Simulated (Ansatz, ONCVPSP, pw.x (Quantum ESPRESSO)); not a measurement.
## What a changed setting does to a pw.x run (bcc Fe)

Potential: optimised norm-conserving Vanderbilt (ONCV), ONCVPSP 4.0.1.1 (patched build), PBE; core [Ar], reference 3d6 4s2; waves: 4s: rc 2.30 bohr, ncon 4, nbas 8, qcut 2.3 1/bohr, 3 projectors, debl 1.3 Ha; p scattering state at 0.16 Ha: rc 2.50 bohr, ncon 3, nbas 6, qcut 3.5 1/bohr, 2 projectors, debl 3.5 Ha; 3d: rc 1.30 bohr, ncon 4, nbas 9, qcut 11.3 1/bohr, 2 projectors, debl 3.1 Ha; local part: polynomial inside 0.95 bohr (lpopt 5, dvloc0 4 Ha); core correction: polynomial model core, fcfact 0.7. In the p channel the program set the typed energies aside and used 0.050, 3.550 Ha.

The reference run (k-mesh 17³, cutoffs 135/540 Ry, Fermi–Dirac 0.01 Ry, mixing_beta 0.4, conv_thr 1e-9, no spin) gives -1.96 GPa at 10.545 Å³/atom, where all-electron LAPW gives 0.48 GPa. This run, with its own iteration cap, changes startingwfc to random.

```
&control
  calculation='scf', prefix='x', pseudo_dir='./', outdir='./tmp', tstress=.true., disk_io='none'
/
&system
  ibrav=0, nat=1, ntyp=1, ecutwfc=135, ecutrho=540, nbnd=11,
  occupations='smearing', smearing='fd', degauss=0.01
/
&electrons
  conv_thr=1e-09, mixing_beta=0.4, electron_maxstep=50, startingwfc='random'
/
ATOMIC_SPECIES
Fe 1.0 Fe.UPF
CELL_PARAMETERS angstrom
  -1.38142994 1.38142994 1.38142994
  1.38142994 -1.38142994 1.38142994
  1.38142994 1.38142994 -1.38142994
ATOMIC_POSITIONS crystal
Fe 0.0000 0.0000 0.0000
K_POINTS automatic
17 17 17 0 0 0
```

```bash
pw.x < Fe.scf.in > Fe.scf.out
```

How does the run end?

It converges in 7 iterations; the free energy moves by +0.0 meV/atom and the pressure by +0.01 GPa. The result is that of the reference run.

```
Message from routine setup:
     using ibrav=0 with symmetry is DISCOURAGED, use correct ibrav instead
     lattice parameter (alat)  =       4.5216  a.u.
     unit-cell volume          =      71.1612 (a.u.)^3
     number of electrons       =         8.00
     number of Kohn-Sham states=           11
     kinetic-energy cutoff     =     135.0000  Ry
     charge density cutoff     =     540.0000  Ry
     scf convergence threshold =      1.0E-09
     Exchange-correlation= PBE
     number of k points=   165  Fermi-Dirac smearing, width (Ry)=  0.0100
     iteration #  1     ecut=   135.00 Ry     beta= 0.40
     total energy              =     -51.37861535 Ry
     estimated scf accuracy    <       0.05186661 Ry
     iteration #  2     ecut=   135.00 Ry     beta= 0.40
     total energy              =     -51.39355319 Ry
     estimated scf accuracy    <       0.00858647 Ry
     iteration #  3     ecut=   135.00 Ry     beta= 0.40
     total energy              =     -51.39514778 Ry
     estimated scf accuracy    <       0.00022824 Ry
     iteration #  4     ecut=   135.00 Ry     beta= 0.40
     total energy              =     -51.39520736 Ry
     estimated scf accuracy    <       0.00002585 Ry
     iteration #  5     ecut=   135.00 Ry     beta= 0.40
     total energy              =     -51.39521324 Ry
     estimated scf accuracy    <       0.00000003 Ry
     iteration #  6     ecut=   135.00 Ry     beta= 0.40
     total energy              =     -51.39521364 Ry
     estimated scf accuracy    <          6.4E-09 Ry
     iteration #  7     ecut=   135.00 Ry     beta= 0.40
     the Fermi energy is    14.7594 ev
!    total energy              =     -51.39521364 Ry
     estimated scf accuracy    <          3.2E-10 Ry
     smearing contrib. (-TS)   =      -0.01369445 Ry
     The total energy is F=E-TS. E is the sum of the following terms:
     one-electron contribution =       6.83629989 Ry
     hartree contribution      =       6.99045631 Ry
     xc contribution           =     -20.59828162 Ry
     ewald contribution        =     -44.60999377 Ry
     convergence has been achieved in   7 iterations
          total   stress  (Ry/bohr**3)                   (kbar)     P=      -19.56
     Message from routine punch:
     Nothing written, as per user request (disk_io='none')
```

The run took about 54 s on one core of a shared host (Neoverse-V2, 96 threads, 742 GiB, load 77).
